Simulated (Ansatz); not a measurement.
Frontier orbitals of C2ClF3 (`FC(F)=C(F)Cl`).

Total charge 0; spin multiplicity 1. All single points use the PBE0-D4/def2-TZVP geometry. Basis def2-TZVPP, Ansatz.

Orbital energies of one run (eV). Highest occupied ones, from the top: -7.02, -9.67, -10.33, -11.72, -12.52, -13.03, -13.31, -13.76, -14.48, -15.36, -16.49, -16.88, -18.21, -21.72. Empty: -0.08, 0.14, 1.15, 1.74, 3.54, 5.08.

Task: Which functional gave them?
A. HSE06 (plane-wave form)
B. CAM-B3LYP
C. ωB97M-V
D. revPBE

Result: A. HOMO energies: HSE06 -7.02, CAM-B3LYP -8.84, ωB97M-V -9.64, revPBE -5.96 eV.
